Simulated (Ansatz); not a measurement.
A calculation with Ansatz (development build ahead of 0.2.0).

```yaml
crystal:
  periodic: [false, false, false]
  atoms:
    - { symbol: O, position_ang: [0.0, 0.0, 0.0] }
    - { symbol: H, position_ang: [1.1299, 0.0, 0.65235] }
    - { symbol: H, position_ang: [-1.1299, 0.0, 0.65235] }
basis:
  gaussian: { orbitals: "6-31G" }
total_charge: 1
magnetization:
  initial_magnetization: 3
hamiltonian:
  xc: hf
correlation:
  method: fci
  frozen_orbitals: { H: 0, O: 1 }
```

The input is written out in the form of the current development build from the run's settings.

Output:

* Converged: yes
* Total energy: -75.39675 hartree
* State: lowest quartet root, of any spatial symmetry
